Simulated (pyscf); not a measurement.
Single points on ωB97X-D3(BJ)/def2-SVP structures (PySCF, gas phase). MP2 and CC: frozen core, UHF for open shells. ΔMP2 is the change of the MP2 total energy from the triple- to the quadruple-zeta basis.

Problem. Estimate the classical barrier height and the reaction energy of H₂N–Si(OH)(F)–F (SMILES N[Si](O)(F)F) → O=Si(F)–F (SMILES O=[Si](F)F) + NH₃ (SMILES N) at CCSD(T)/def2-TZVPP. The step runs on the singlet surface, breaks H–O, N–Si and forms H–N; take the reactant's lowest minimum found as zero.

Solution. ΔE‡ = 186.7 kJ/mol, ΔE = +300.6 kJ/mol. CCSD(T)/def2-TZVPP + ΔMP2(QZVPP) gives 188.0 kJ/mol and +303.7 kJ/mol. Zero-point energy shifts the barrier by -4.7 kJ/mol. It is an elimination, with an imaginary mode of 1417i cm⁻¹. On the reactant side the descent ends in a point that may be a rotor saddle (no frequency run), 6.9 kJ/mol over the lowest minimum found and 177.9 kJ/mol under the saddle at ωB97X-D3(BJ)/def2-TZVP. On the product side the descent ends in an adduct with a N–Si contact, 191.3 kJ/mol under the separated species and 63.1 kJ/mol under the saddle at ωB97X-D3(BJ)/def2-TZVP. At CCSD(T) the saddle lies under the separated products, which points to a path from their complex (located at ωB97X-D3(BJ) alone), and parting the products costs more than the saddle. What is counted as broken (N–Si) persists as a longer contact in the product adduct; parting that adduct is a step of its own. This is the saddle that the search found; another between the same sides may lie lower. The CCSD(T) − MP2 part came from Ansatz, without density fitting, on the same reference.
